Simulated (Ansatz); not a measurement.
# Ansatz input wanted

The species is AlNHCl (4 atoms), meant as a singlet with charge 0. Geometry: optimised at wB97X-V/def2-SVP.

```xyz
4

N    -0.3976    0.3136   -0.4650
Al    0.7049   -0.6074    0.2501
Cl    2.1209   -1.7908    1.1736
H    -1.0846    0.8877   -0.9167
```

Settings wanted:

```
basis set              : def2-TZVPP
integral approximation : automatic
task                   : energy
method                 : DFT
functional             : B2PLYP
reference              : RKS
accuracy               : medium
frozen core orbitals   : 11
broken bond            : (4, 1)
```

**Question.** Give an Ansatz 0.2.0 job that does this.

**Answer.** This one ran through:

molecule.yaml:
```yaml
crystal:
  periodic: [false, false, false]
  atoms:
    - {symbol: "N", position_ang: [-0.397567, 0.313641, -0.464974]}
    - {symbol: Al, position_ang: [0.704860, -0.607420, 0.250109]}
    - {symbol: Cl, position_ang: [2.120946, -1.790811, 1.173560]}
    - {symbol: H, position_ang: [-1.084639, 0.887690, -0.916695]}
basis:
  gaussian:
    orbitals: def2-TZVPP
hamiltonian:
  xc: {name: B2PLYP}
correlation:
  frozen_orbitals: {Al: 5, Cl: 5, H: 0, "N": 1}
```

```bash
$ ansatz run molecule.yaml --threads 1 --pin off --max-ram 3480MiB --events-out events.jsonl --progress --plain --runs-dir runs
```

Calculated total energy: -757.76225 Eh.
